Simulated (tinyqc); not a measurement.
Inside a calculation. Method: extended Hueckel theory, for N2+. The parameters take no account of the charge, which enters only through the electron count. One step of it, computed by the program tinyqc.

Problem. Mulliken analysis. P = C n C^T; charge = valence electrons (N 5) minus the sum of (P S)_ii on the atom; overlap population = 2 sum P_ij S_ij between two atoms.

coefficients:
```
              MO1        MO2        MO3       MO4        MO5        MO6        MO7        MO8
1N 2s    0.589849   0.587957   0.000000  0.000000  -0.229295   0.000000   0.000000   0.898406
1N 2px   0.000000   0.000000   0.640472  0.073925   0.000000  -0.398298   0.684556   0.000000
1N 2py   0.000000   0.000000  -0.073925  0.640472   0.000000   0.684556   0.398298   0.000000
1N 2pz   0.055378  -0.392792   0.000000  0.000000   0.636029   0.000000   0.000000   0.978701
2N 2s    0.589849  -0.587957   0.000000  0.000000  -0.229295   0.000000   0.000000  -0.898406
2N 2px   0.000000   0.000000   0.640472  0.073925   0.000000   0.398298  -0.684556   0.000000
2N 2py   0.000000   0.000000  -0.073925  0.640472   0.000000  -0.684556  -0.398298   0.000000
2N 2pz  -0.055378  -0.392792   0.000000  0.000000  -0.636029   0.000000   0.000000   0.978701
```

occupations: 2.000000  2.000000  2.000000  2.000000  1.000000  0.000000  0.000000  0.000000

overlap S, lower triangle:
```
            1N 2s    1N 2px    1N 2py     1N 2pz     2N 2s    2N 2px    2N 2py    2N 2pz
1N 2s    1.000000
1N 2px   0.000000  1.000000
1N 2py   0.000000  0.000000  1.000000
1N 2pz   0.000000  0.000000  0.000000   1.000000
2N 2s    0.354742  0.000000  0.000000   0.376155  1.000000
2N 2px   0.000000  0.202880  0.000000   0.000000  0.000000  1.000000
2N 2py   0.000000  0.000000  0.202880   0.000000  0.000000  0.000000  1.000000
2N 2pz  -0.376155  0.000000  0.000000  -0.331136  0.000000  0.000000  0.000000  1.000000
```

Give: charges; Overlap populations.

Solution.

charges: 1N 0.500, 2N 0.500

Overlap populations:
```
pair     value
2-1   1.356560
```
